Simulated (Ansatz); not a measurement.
Geometry optimisation, RKS PBE0/def2-SVP (Ansatz 0.2.0).

Input file:

```yaml
crystal:
  periodic: [false, false, false]
  atoms:
    - { symbol: "N", position_ang: [-0.4564, 1.3087, 0.5438] }
    - { symbol: C, position_ang: [0.0575, 0.3339, 0.0026] }
    - { symbol: S, position_ang: [0.4673, -1.173, 0.6695] }
    - { symbol: S, position_ang: [-0.0179, -1.7505, -1.1895] }
    - { symbol: S, position_ang: [0.7128, 0.0766, -1.5788] }
    - { symbol: H, position_ang: [-0.7212, 1.1403, 1.5062] }
basis:
  gaussian: { orbitals: def2-SVP }
hamiltonian:
  xc: pbe0
relax:
  f_tol: 0.015
  max_steps: 40
output:
  orbitals: {}
```

Run as:

```bash
$ ansatz run input.yaml --threads 1 --pin off --max-ram 2048MiB --backend cpu --events-out ev --progress --plain --runs-dir out
```

Question: Where does it end, and by what steps?

Answer: The run converged. After 7 steps the energy has fallen by 1.130 eV; S4 moved furthest, 0.61 Å.

| step | energy less start (eV) | largest force component (eV/Å) | accepted |
| --- | --- | --- | --- |
| 0 | 0.0000 | 3.758 | yes |
| 1 | -0.7748 | 1.228 | yes |
| 2 | -0.9292 | 1.931 | yes |
| 3 | -1.0949 | 1.610 | yes |
| 4 | -1.1287 | 0.225 | yes |
| 5 | -1.1300 | 0.059 | yes |
| 6 | -1.1304 | 0.039 | yes |
| 7 | -1.1305 | 0.013 | yes |

```xyz
6
Properties=species:S:1:pos:R:3
N -0.317 1.406 0.595
C -0.048 0.313 0.048
S 0.026 -1.354 0.684
S 0.553 -1.935 -1.290
S 0.365 0.154 -1.672
H -0.537 1.351 1.590
```

Whether the end is a true minimum wasn't checked by a vibrational analysis.

Time of the run: 110 s on 1 CPU thread of a shared host.
